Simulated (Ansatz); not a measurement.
**doublet NO: levels of theory in one basis**

```xyz
2

N     0.0000    0.0000    0.0000
O     0.0000    0.0000    1.2900
```

Basis set: def2-SVP (spherical functions). Correlated methods keep 2 orbitals frozen. Correlation on ROHF uses semicanonical orbitals with singles. Charge 0, multiplicity 2.

Computed with Ansatz (development build ahead of 0.2.0); each method stands on the lowest determinant of its kind that the runs found.

```
 method  E − E(ROHF) (eV)  <S²> of the determinant
   ROHF              0.00                     0.75
    UHF             -0.82                     1.34
UHF-MP2             -8.16                     1.34
```

**Question.** What does ROHF-MP2 give on the same scale?

**Answer.** -9.74 eV.

**Question.** Is a single determinant a sound starting point here?

**Answer.** It is doubtful. Unrestricted orbitals lower Hartree–Fock by 0.82 eV and <S²> is 1.34 where a pure state has 0.75, a sign of strong static correlation.

Caution for ROHF, ROHF-MP2: an unrestricted determinant lies well below. Caution for UHF, UHF-MP2: the unrestricted determinant is spin contaminated. Caution for ROHF-MP2, UHF-MP2: bonds are stretched, where a single reference can fail; forces differ strongly between restricted and unrestricted references.
